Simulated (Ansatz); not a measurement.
## In2O: relaxation of cell and atoms

Theory: Ansatz 0.2.0, DFT, PBE, PAW with Ansatz's default frozen-core files, scalar-relativistic.

Command: `ansatz run input.yaml --threads 1 --pin off --max-ram 4096MiB --backend cpu --events-out ev --progress --plain --runs-dir out` The run took 12 s on 1 thread of Intel(R) Xeon(R) 6975P-C (Granite Rapids), on a shared host, peak memory 0.43 GiB.

```yaml
crystal:
  lattice:
    - [0.0, 2.9465980037, 2.9465980037]
    - [2.9465980037, 0.0, 2.9465980037]
    - [2.9465980037, 2.9465980037, 0.0]
  atoms:
    - { symbol: O, position: [0.0, 0.0, 0.0] }
    - { symbol: In, position: [0.25, 0.25, 0.25] }
    - { symbol: In, position: [0.75, 0.75, 0.75] }
kpoints:
  mp_grid: { grid: [10, 10, 10] }
scf:
  occupations: { method: fermi_dirac, width: 0.03 }
hamiltonian:
  xc: pbe
  pseudopotentials: { kind: paw }
output:
  forces: true
  stress: true
relax:
  f_tol: 0.005
  max_steps: 80
  cell: {}
```

No spin–orbit coupling, which matters for the heavy atoms here.

The cell is built from the fluorite type as a first guess.

The cutoff is 420 eV; energies and pressures of the walk include the program's estimate of the Pulay term.

Each frame lists the cell vectors (Å), then Cartesian positions (Å); symmetry keeps all forces zero. Free energies count from the first step, -11760.4012 eV.

The walk took 9 evaluations in all; steps that aren't listed are left out.

Step 1: E = 0.0 meV, P = 19.95 GPa

```
cell 0.0000 2.9466 2.9466 2.9466 0.0000 2.9466 2.9466 2.9466 0.0000
O     0.0000    0.0000    0.0000
In    1.4733    1.4733    1.4733
In    4.4199    4.4199    4.4199
```

Step 2: E = -581.7 meV, P = 5.73 GPa

```
cell 0.0000 3.0902 3.0902 3.0902 0.0000 3.0902 3.0902 3.0902 0.0000
O     0.0000    0.0000    0.0000
In    1.5451    1.5451    1.5451
In    4.6354    4.6354    4.6354
```

Step 3: E = -658.2 meV, P = 1.25 GPa

```
cell 0.0000 3.1566 3.1566 3.1566 0.0000 3.1566 3.1566 3.1566 0.0000
O     0.0000    0.0000    0.0000
In    1.5783    1.5783    1.5783
In    4.7348    4.7348    4.7348
```

Step 4: E = -661.6 meV, P = 0.13 GPa

```
cell 0.0000 3.1761 3.1761 3.1761 0.0000 3.1761 3.1761 3.1761 0.0000
O     0.0000    0.0000    0.0000
In    1.5880    1.5880    1.5880
In    4.7641    4.7641    4.7641
```

Step 5: E = -661.5 meV, P = 0.00 GPa

```
cell 0.0000 3.1783 3.1783 3.1783 0.0000 3.1783 3.1783 3.1783 0.0000
O     0.0000    0.0000    0.0000
In    1.5892    1.5892    1.5892
In    4.7675    4.7675    4.7675
```

Step 6: E = -722.0 meV, P = 1.23 GPa (the cell of the step before, solved again on a basis chosen afresh, hence the jump)

Step 7: E = -726.0 meV, P = 0.23 GPa

```
cell 0.0000 3.2009 3.2009 3.2009 0.0000 3.2009 3.2009 3.2009 0.0000
O     0.0000    0.0000    0.0000
In    1.6004    1.6004    1.6004
In    4.8013    4.8013    4.8013
```

(1) How does the relaxation end?

## Answers

(1) It converges, with a = 6.413 Å, b = 6.413 Å, c = 6.413 Å, α = 90.00°, β = 90.00°, γ = 90.00° (conventional cell, space group Fm-3m). The last solve (on a basis chosen afresh for the final cell, so its energy is not quite comparable) gives E = -728.6 meV, P = 0.02 GPa:
```
cell 0.0000 3.2063 3.2063 3.2063 0.0000 3.2063 3.2063 3.2063 0.0000
O     0.0000    0.0000    0.0000
In    1.6031    1.6031    1.6031
In    4.8094    4.8094    4.8094
```
